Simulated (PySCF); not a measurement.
**Partial charges of `C[NH2+]C1CC1`**

Species: C4H10N (charge +1).
Numbering: `[CH3:1][NH2+:2][CH:3]1[CH2:4][CH2:5]1` (hydrogens: H6, H7, H8 on C1; H9, H10 on N2; H11 on C3; H12, H13 on C4; H14, H15 on C5)

Structure used (GFN2-xTB), in Å, numbered top down from 1:
```xyz
15
C4H10N angstrom
C     -1.920   -0.310    0.204
N     -0.799    0.573   -0.184
C      0.430   -0.172   -0.522
C      1.340   -0.562    0.601
C      1.746    0.520   -0.354
H     -2.793    0.279    0.475
H     -2.179   -0.965   -0.626
H     -1.624   -0.924    1.052
H     -1.082    1.154   -0.984
H     -0.580    1.209    0.595
H      0.279   -0.847   -1.352
H      1.835   -1.517    0.546
H      1.068   -0.282    1.607
H      2.521    0.312   -1.075
H      1.754    1.541   -0.005
```

Density: PBE0/pcSseg-1 (PySCF); schemes: Mulliken, IAO, Hirshfeld and ESP-fitted. The structure is a single GFN2-xTB conformer in the gas phase; no vibrational or solvent corrections.

Question: What partial charge does each atom carry?

Answer: In e:

```csv
atom,environment,Mulliken,IAO,Hirshfeld,ESP-fitted
C1,N-methyl carbon,-0.143,-0.328,-0.014,-0.180
N2,ammonium nitrogen,-0.291,-0.169,+0.054,-0.349
C3,sp3 carbon bound to nitrogen,-0.183,-0.069,+0.031,-0.167
C4,three-membered-ring carbon,-0.173,-0.287,-0.060,-0.220
C5,three-membered-ring carbon,-0.177,-0.285,-0.061,-0.285
H6,methyl hydrogen,+0.180,+0.193,+0.089,+0.144
H7,methyl hydrogen,+0.181,+0.193,+0.089,+0.164
H8,methyl hydrogen,+0.183,+0.194,+0.085,+0.149
H9,N–H hydrogen,+0.277,+0.330,+0.201,+0.383
H10,N–H hydrogen,+0.267,+0.321,+0.196,+0.408
H11,methine hydrogen,+0.186,+0.186,+0.082,+0.238
H12,methylene hydrogen,+0.188,+0.193,+0.084,+0.179
H13,methylene hydrogen,+0.158,+0.167,+0.069,+0.171
H14,methylene hydrogen,+0.187,+0.193,+0.084,+0.204
H15,methylene hydrogen,+0.160,+0.169,+0.070,+0.159
```

Mean size of the charges over all atoms: ESP-fitted 0.227 e, IAO 0.218 e, Mulliken 0.196 e, Hirshfeld 0.085 e. Each set sums to the total charge, 1, to within 0.001 e. The ESP scheme is a least-squares fit of atom-centred charges to the potential on four shells outside the van der Waals surface, with the total charge fixed. The Hirshfeld scheme weights the molecular density at each point by an atom's share of the summed free-atom densities.

Lowest charge. The schemes don't all agree: Mulliken N2 (-0.291); IAO C1 (-0.328); Hirshfeld C5 (-0.061); ESP-fitted N2 (-0.349).

Highest charge. All schemes pick atoms of one kind: Mulliken H9 (+0.277); IAO H9 (+0.330); Hirshfeld H9 (+0.201); ESP-fitted H10 (+0.408).

Question: How many electrons does the ESP-fitted scheme count on C3?

Answer: Z − q = 6 − (-0.167) = 6.167.

Question: Sum the charges by element, for elements with more than one atom.

Answer: 
```json
{"element": "C", "atoms": "4", "Mulliken": "-0.676", "IAO": "-0.969", "Hirshfeld": "-0.103", "ESP-fitted": "-0.852"}
{"element": "H", "atoms": "10", "Mulliken": "+1.967", "IAO": "+2.138", "Hirshfeld": "+1.049", "ESP-fitted": "+2.201"}
```

Question: How closely do the schemes follow one another over all atoms?

Answer: Correlation coefficient and root-mean-square difference: Mulliken with ESP-fitted 0.98, 0.061 e; IAO with ESP-fitted 0.94, 0.076 e; Mulliken with IAO 0.94, 0.079 e; IAO with Hirshfeld 0.90, 0.159 e; Hirshfeld with ESP-fitted 0.85, 0.176 e; Mulliken with Hirshfeld 0.78, 0.140 e.

The run behind these numbers computed NMR shieldings as well. Time: 13 s of wall time. Hardware: an x86-64 server with one thread, shared host.
